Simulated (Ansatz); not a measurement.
How far each method lies from UCCSDT(Q) for BCl⁺, doublet

Geometry: a PBE0/def2-TZVP stationary point for this spin.

```csv
atom,x (Å),y (Å),z (Å)
B,0.0000,0.0000,0.0000
Cl,0.0000,0.0000,1.5964
```

Basis cc-pVDZ; Ansatz 0.2.0. Only valence electrons are correlated (noble-gas cores frozen), which leaves 9 electrons in 26 orbitals. Prefix R: restricted or restricted open-shell reference; prefix U: unrestricted. Active spaces: valence = (9e, 8o) chosen from the atoms' valence shells.

Full CI isn't at hand for all of this; UCCSDT(Q) serves as the reference, and is uncertain by the last step of the cluster series or more. The frozen core follows each run's orbitals, which can shift R against U totals by a few meV.

For open shells CISD is restricted-active-space CI with the open shells as a complete middle space.

```
UHF ⟨S²⟩                          : 0.761
T1 diagnostic (RCCSD)             : 0.0272
largest doubles amplitude (RCCSD) : 0.053
T1 diagnostic (UCCSD)             : 0.0225
```

```tsv
level	E − E(RHF) (eV)
UHF	-0.0361
RMP2	-4.7202
UMP2	-4.7384
RCCSD	-5.2019
UCCSD	-5.2019
RCCSD(T)	-5.4009
UCCSD(T)	-5.4006
```

(1) Estimate how far UCCSDT(Q) in cc-pVDZ lies from RCCSD(T). The table doesn't fix it; the size of (T) and the diagnostics are the guide.

(1) UCCSDT(Q) in cc-pVDZ lies 0.87 kcal/mol below RCCSD(T), which is 19 % of the (T) step (-4.59 kcal/mol). The diagnostics are small and one determinant leads, so the series closes fast and only a small part of (T) is left.

The other levels:

```json
{"level": "CISD", "E − E(UCCSDT(Q)) (kcal/mol)": "11.68", "share of correlation (%)": "90.69", "wall time": "0.63 s"}
{"level": "BCCD(T)", "E − E(UCCSDT(Q)) (kcal/mol)": "0.89", "share of correlation (%)": "99.29", "wall time": "0.54 s"}
{"level": "RCCSDT", "E − E(UCCSDT(Q)) (kcal/mol)": "0.30", "share of correlation (%)": "99.76", "wall time": "–"}
{"level": "UCCSDT", "E − E(UCCSDT(Q)) (kcal/mol)": "0.31", "share of correlation (%)": "99.75", "wall time": "–"}
{"level": "RCCSDT(Q)", "E − E(UCCSDT(Q)) (kcal/mol)": "0.11", "share of correlation (%)": "99.91", "wall time": "4.6 s"}
{"level": "CASSCF (valence space)", "E − E(UCCSDT(Q)) (kcal/mol)": "81.33", "share of correlation (%)": "35.16", "wall time": "–"}
{"level": "NEVPT2 (valence space)", "E − E(UCCSDT(Q)) (kcal/mol)": "17.30", "share of correlation (%)": "86.21", "wall time": "2.1 s"}
{"level": "MRCISD (valence space)", "E − E(UCCSDT(Q)) (kcal/mol)": "4.71", "share of correlation (%)": "96.25", "wall time": "–"}
{"level": "MRCISD+Q (valence space)", "E − E(UCCSDT(Q)) (kcal/mol)": "0.78", "share of correlation (%)": "99.38", "wall time": "2.8 s"}
```

The correlation energy at UCCSDT(Q), counted from RHF, is -5.439 eV. That run took 4.1 s on 1 thread of Arm Neoverse V2, shared host.

Times hold each run's SCF and search for its determinant on a shared host, so for small cases they say little of a method's own cost; they ran on 1 thread of Arm Neoverse V2. Some runs computed forces too.

Natural occupations of CASSCF (valence space) about the gap: 1.998 1.972 1.972 1.969 1.001 0.032 0.032 0.024; effectively unpaired electrons, Σ n²(2−n)², 1.02.
